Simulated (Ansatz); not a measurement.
Scan of GeH₂⁺, doublet

Starting geometry (PBE0/def2-TZVP stationary point for this spin, not checked as a minimum):

```yaml
atoms:
  - { symbol: Ge, position_ang: [0.0000, -0.0207, 0.0000] }
  - { symbol: H, position_ang: [0.0000, 0.7445, -1.3499] }
  - { symbol: H, position_ang: [0.0000, 0.7445, 1.3499] }
```

From there all distances are scaled together; atoms are numbered as listed. Energies are in kJ/mol, counted from the starting geometry at the same level. Kohn–Sham curves are unrestricted where that lies lower.

Basis aug-cc-pVDZ; Ansatz 0.2.0. Only valence electrons are correlated (noble-gas cores and the filled d shells of p-block atoms frozen). No spin–orbit coupling is included, and no scalar relativity.

Unrestricted Kohn–Sham rows aren't spin-pure: their determinants' ⟨S²⟩ exceeds S(S+1) by up to 1.00, so they mix in states of higher spin. A value is left out where its run failed or describes another state than the reference as far as symmetry and spin tell, or, spin-broken singlets apart, can't be checked.

In so small a basis the reference is far from its limit while semilocal and hybrid functionals are nearer theirs (RPA and double hybrids share much of the reference's basis error), so the functionals' errors here hold much of the reference's basis and frozen-core error, which can add to them or hide them.

Full CI is exact within this basis and frozen core; it isn't the basis-set limit.

```tsv
scale of all distances	full CI	SPW92	PBE	r2SCAN	B97M-V	PBE0	B3LYP	wB97M-V	B2PLYP	RPA-PBE
0.895	54.8	59.5	60.9	50.5	50.9	53.1	56.2	49.5	52.5	59.6
1.000	0.0	0.0	0.0	0.0	0.0	0.0	0.0	0.0	0.0	0.0
1.104	26.6	18.3	17.8	27.9	25.3	27.0	22.3	30.6	27.9	22.0
1.314	155.1	135.2	133.7	159.8	149.9	161.3	144.7	171.5	162.9	144.4
1.498	260.1	248.1	243.7	274.7	263.8	280.3	256.0	293.4	281.3	252.8
1.750	–	376.9	361.3	383.5	384.2	389.1	368.3	399.2	384.8	368.1
2.027	–	464.5	422.5	446.0	446.6	437.9	427.6	445.0	429.7	420.0
2.374	–	506.4	444.1	475.2	464.6	457.1	454.7	461.9	449.0	433.7
```

(1) Judged by the spread of the error over the points with a reference (largest less smallest), which of these follows full CI best and which worst?

## Answers

(1) Subtracting the full CI column from each: best B97M-V (errors from -5.2 to 3.7, spread 8.9 kJ/mol), worst wB97M-V (from -5.3 to 33.3, spread 38.6 kJ/mol). Functionals and wave-function methods converge differently with the basis, so part of this is basis effect.
